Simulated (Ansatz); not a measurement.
BH₂⁻, quintet in aug-cc-pVTZ: errors against UCCSDT(Q)

Geometry: that of the BH2⁻, triplet, kept fixed. The triplet lies 6.1 eV lower here.

```xyz
3

B     0.0000   -0.0819    0.0000
H     0.0000    0.4392   -1.0911
H     0.0000    0.4392    1.0911
```

Basis aug-cc-pVTZ; Ansatz 0.2.0. Correlated methods freeze the noble-gas cores, which leaves 6 electrons in 91 orbitals. Prefix R: restricted or restricted open-shell reference; prefix U: unrestricted. Active spaces: valence = (6e, 6o) chosen from the atoms' valence shells. This anion state lies near or above the neutral species, so the extra electron is weakly bound or unbound and the energies hang on the diffuse functions.

Full CI isn't at hand for all of this; UCCSDT(Q) serves as the reference, and is uncertain by about the last step of the cluster series. The frozen core follows each run's orbitals, which can shift R against U totals by a few meV.

Coupled cluster chose its determinant by trial CCSD, here up to 0.11 eV above the lowest Hartree–Fock solution of its kind, and MP2 stands on that determinant too.

- UHF ⟨S²⟩: 6.004
- ⟨S²⟩ of the determinant under UCCSD: 6.012
- T1 diagnostic (RCCSD): 0.0258
- largest doubles amplitude (RCCSD): 0.057
- T1 diagnostic (UCCSD): 0.0288

```tsv
level	E − E(determinant under the R cluster runs) (eV)
RMP2	-2.4069
UMP2	-2.3599
RCCSD*	-2.8983
UCCSD	-2.9025
RCCSD(T)*	-3.0187
UCCSD(T)	-3.0198
```

Question: Estimate how far UCCSDT(Q) in aug-cc-pVTZ lies from RCCSD(T). The table doesn't fix it; the size of (T) and the diagnostics are the guide.

Answer: UCCSDT(Q) in aug-cc-pVTZ lies 33 meV below RCCSD(T), which is 27 % of the (T) step (-120 meV). The diagnostics give no warning, yet the rest is a sizeable part of (T).

The other levels:

| level | E − E(UCCSDT(Q)) (meV) | share of correlation (%) | wall time |
| --- | --- | --- | --- |
| BCCD(T)* | 32 | 98.94 | 24 s (H100) |
| RCCSDT* | 7 | 99.78 | – |
| UCCSDT | 6 | 99.81 | – |
| RCCSDT(Q)* | 1 | 99.97 | 34 s (H100) |

An asterisk marks runs whose energy the program itself flagged as in doubt.

The correlation energy at UCCSDT(Q), counted from the determinant under the R cluster runs, is -3.051 eV. That run took 21 s on 2 threads of AMD EPYC 7R13 with a shared H100 80 GB, shared host.

Run but not shown, since their state or frozen core can't be matched to the reference's or they repeat it: RHF, UHF, CASSCF (valence space), NEVPT2 (valence space), MRCISD (valence space), MRCISD+Q (valence space).

Times hold each run's SCF and search for its determinant on a shared host, so for small cases they say little of a method's own cost.

Natural occupations of CASSCF (valence space) about the gap: 1.969 1.003 1.000 1.000 0.998 0.030; effectively unpaired electrons, Σ n²(2−n)², 4.01.
